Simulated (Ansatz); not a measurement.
**Nudged elastic band run: C2H4FNO**

The input (input.yaml):

```yaml
crystal:
  periodic: [false, false, false]
  atoms:
    - { symbol: "N", position_ang: [-0.460788, 0.928303, 1.429789] }
    - { symbol: C, position_ang: [0.436777, 0.353789, 0.755532] }
    - { symbol: F, position_ang: [1.730237, 0.468235, 1.124961] }
    - { symbol: C, position_ang: [0.299031, -0.519398, -0.478579] }
    - { symbol: O, position_ang: [-1.015753, -0.52401, -0.985329] }
    - { symbol: H, position_ang: [-1.371271, 0.690601, 0.998335] }
    - { symbol: H, position_ang: [1.069353, -0.205714, -1.222955] }
    - { symbol: H, position_ang: [0.555529, -1.563668, -0.195008] }
    - { symbol: H, position_ang: [-1.154615, 0.325463, -1.443946] }
basis:
  gaussian: { orbitals: def2-SVP }
hamiltonian:
  xc: pbe
  dispersion: d4
neb:
  order_check: false
  images: 7
  f_tol: 0.03
  max_iterations: 53
  final_atoms:
    - { symbol: "N", position_ang: [-0.08109793, 0.60534432, 1.82358686] }
    - { symbol: C, position_ang: [0.10271821, 0.5501546, 0.57773789] }
    - { symbol: F, position_ang: [0.48735756, 1.69044513, -0.06047711] }
    - { symbol: C, position_ang: [0.04272993, -0.5870312, -0.42505952] }
    - { symbol: O, position_ang: [-0.52784546, -0.21090476, -1.65378602] }
    - { symbol: H, position_ang: [-0.38044581, -0.31399748, 2.18127562] }
    - { symbol: H, position_ang: [1.08850822, -0.98035948, -0.53297627] }
    - { symbol: H, position_ang: [-0.56535543, -1.4123212, -0.00180024] }
    - { symbol: H, position_ang: [-0.07806928, 0.61227106, -1.92570121] }
  initial_path:
    images:
      - { positions_ang: [[-0.460788, 0.928303, 1.429789], [0.436777, 0.353789, 0.755532], [1.730237, 0.468235, 1.124961], [0.299031, -0.519398, -0.478579], [-1.015753, -0.52401, -0.985329], [-1.371271, 0.690601, 0.998335], [1.069353, -0.205714, -1.222955], [0.555529, -1.563668, -0.195008], [-1.154615, 0.325463, -1.443946]] }
      - { positions_ang: [[-0.42448006, 0.85643908, 1.48853608], [0.419945, 0.38639976, 0.72608937], [1.63830191, 0.67976867, 0.95679971], [0.27495754, -0.53518501, -0.45914625], [-0.97720535, -0.43614851, -1.07922784], [-1.3042492, 0.50155742, 1.165946], [1.07425441, -0.34993941, -1.15115178], [0.3757241, -1.54280002, -0.12576269], [-0.98874835, 0.39350901, -1.53928259]] }
      - { positions_ang: [[-0.38817212, 0.78457517, 1.54728316], [0.403113, 0.41901052, 0.69664674], [1.54636682, 0.89130234, 0.78863841], [0.25088408, -0.55097202, -0.43971349], [-0.93865769, -0.34828702, -1.17312669], [-1.23722741, 0.31251385, 1.333557], [1.07915581, -0.49416482, -1.07934856], [0.19591919, -1.52193204, -0.05651739], [-0.8228817, 0.46155503, -1.63461919]] }
      - { positions_ang: [[-0.35186417, 0.71271125, 1.60603024], [0.38628101, 0.45162128, 0.66720411], [1.45443174, 1.10283601, 0.62047712], [0.22681063, -0.56675903, -0.42028074], [-0.90011004, -0.26042553, -1.26702553], [-1.17020561, 0.12347027, 1.50116801], [1.08405722, -0.63839024, -1.00754534], [0.01611429, -1.50106406, 0.01272792], [-0.65701505, 0.52960104, -1.72995578]] }
      - { positions_ang: [[-0.31555623, 0.64084734, 1.66477732], [0.36944901, 0.48423204, 0.63776148], [1.36249665, 1.31436968, 0.45231583], [0.20273717, -0.58254604, -0.40084798], [-0.86156239, -0.17256404, -1.36092438], [-1.10318381, -0.0655733, 1.66877901], [1.08895862, -0.78261565, -0.93574212], [-0.16369062, -1.48019608, 0.08197322], [-0.4911484, 0.59764705, -1.82529237]] }
      - { positions_ang: [[-0.25694166, 0.63197158, 1.7044797], [0.30276631, 0.50071268, 0.62275558], [1.14371188, 1.40838854, 0.32411759], [0.16273536, -0.58366733, -0.40690087], [-0.77813315, -0.18214922, -1.43413979], [-0.92249931, -0.12767935, 1.79690316], [1.08884602, -0.83205161, -0.83505066], [-0.26410682, -1.46322736, 0.06102986], [-0.38787862, 0.60130305, -1.85039458]] }
      - { positions_ang: [[-0.19832708, 0.62309583, 1.74418209], [0.23608361, 0.51719332, 0.60774969], [0.92492711, 1.5024074, 0.19591936], [0.12273355, -0.58478862, -0.41295375], [-0.69470392, -0.1917344, -1.5073552], [-0.74181481, -0.18978539, 1.92502731], [1.08873342, -0.88148756, -0.73435919], [-0.36452302, -1.44625864, 0.04008649], [-0.28460884, 0.60495905, -1.87549679]] }
      - { positions_ang: [[-0.1397125, 0.61422008, 1.78388447], [0.16940091, 0.53367396, 0.59274379], [0.70614233, 1.59642627, 0.06772112], [0.08273174, -0.58590991, -0.41900664], [-0.61127469, -0.20131958, -1.58057061], [-0.56113031, -0.25189143, 2.05315147], [1.08862082, -0.93092352, -0.63366773], [-0.46493923, -1.42928992, 0.01914313], [-0.18133906, 0.60861506, -1.900599]] }
      - { positions_ang: [[-0.08109793, 0.60534432, 1.82358686], [0.10271821, 0.5501546, 0.57773789], [0.48735756, 1.69044513, -0.06047711], [0.04272993, -0.5870312, -0.42505952], [-0.52784546, -0.21090476, -1.65378602], [-0.38044581, -0.31399748, 2.18127562], [1.08850822, -0.98035948, -0.53297627], [-0.56535543, -1.4123212, -0.00180024], [-0.07806928, 0.61227106, -1.92570121]] }
```

Run as:

```bash
$ ansatz run input.yaml --threads 1 --pin off --max-ram 2048MiB --backend cpu --events-out ev --progress --plain --runs-dir out
```

Output, in part (warnings, iteration lines, the closing report on the highest movable image, with atoms numbered from 0):

```
NEB end point (image 0): max|allowed force component| = 9.163e-3 eV/Å (the criterion of neb.relax_end_points is 1.000e-2)
NEB end point (image 8): max|allowed force component| = 7.658e-3 eV/Å (the criterion of neb.relax_end_points is 1.000e-2)
NEB iter   1: max|band force component| = 6.277e0 eV/Å  barrier→ = 0.8686 eV  barrier← = 0.7472 eV  Δτ_max = 0.1379 Å  (259 SCF iters)
NEB iter   2: max|band force component| = 2.045e0 eV/Å  barrier→ = 0.2889 eV  barrier← = 0.1676 eV  Δτ_max = 0.0867 Å  (212 SCF iters)
NEB iter   3: max|band force component| = 8.193e-1 eV/Å  barrier→ = 0.2650 eV  barrier← = 0.1437 eV  Δτ_max = 0.0493 Å  (221 SCF iters)
NEB iter   4: max|band force component| = 3.172e-1 eV/Å  barrier→ = 0.2237 eV  barrier← = 0.1024 eV  CI = image 4  Δτ_max = 0.0429 Å  (218 SCF iters)
NEB iter   5: max|band force component| = 9.362e-2 eV/Å  barrier→ = 0.2235 eV  barrier← = 0.1022 eV  CI = image 4  Δτ_max = 0.0133 Å  (225 SCF iters)
NEB iter   6: max|band force component| = 2.467e-2 eV/Å  barrier→ = 0.2234 eV  barrier← = 0.1021 eV  CI = image 4  Δτ_max = 0.0000 Å  (436 SCF iters)
Total energy: -8376.90591349 eV, -307.8456142501 hartree
Atom 0 at    -0.367459     0.693048     1.674880 Å, force     0.009428     0.025664     0.012883 eV/Å
Atom 1 at     0.357502     0.449707     0.669382 Å, force    -0.012338    -0.018896    -0.004778 eV/Å
Atom 2 at     1.428468     1.250905     0.447194 Å, force    -0.001297    -0.001413     0.007838 eV/Å
Atom 3 at     0.184646    -0.575397    -0.443239 Å, force     0.020491    -0.008097    -0.010087 eV/Å
Atom 4 at    -0.848360    -0.213981    -1.341129 Å, force    -0.000662     0.001443    -0.000607 eV/Å
Atom 5 at    -1.150990     0.022964     1.708498 Å, force     0.001463    -0.005103    -0.007647 eV/Å
Atom 6 at     1.169430    -0.731976    -0.944161 Å, force    -0.010856     0.007113     0.006201 eV/Å
Atom 7 at    -0.117622    -1.541574     0.010773 Å, force    -0.001291     0.002333    -0.002757 eV/Å
Atom 8 at    -0.567115     0.599906    -1.799398 Å, force    -0.004938    -0.003043    -0.001046 eV/Å
Dipole moment:     0.000501    -0.279765    -0.323605 e Å
```

The forces met the threshold. A vibrational analysis at the climbing image gives one clearly imaginary mode, 103i cm⁻¹: a first-order saddle point.

Final band (atoms are numbered from 1 in the order of the input):

| image | path coordinate (Å) | energy (eV) | dihedral N1–C2–C4–O5 (°) |
| --- | --- | --- | --- |
| 0 | 0.00 | 0.000 | 8 |
| 1 | 0.51 | 0.037 | 25 |
| 2 | 1.02 | 0.120 | 41 |
| 3 | 1.53 | 0.195 | 57 |
| 4 | 2.04 | 0.223 | 73 |
| 5 | 2.49 | 0.208 | 89 |
| 6 | 2.95 | 0.170 | 105 |
| 7 | 3.41 | 0.134 | 123 |
| 8 | 3.87 | 0.121 | 141 |

Time of the run: 2 min on 1 thread of Arm Neoverse V2, with other jobs on the host, peak memory 0.12 GiB.
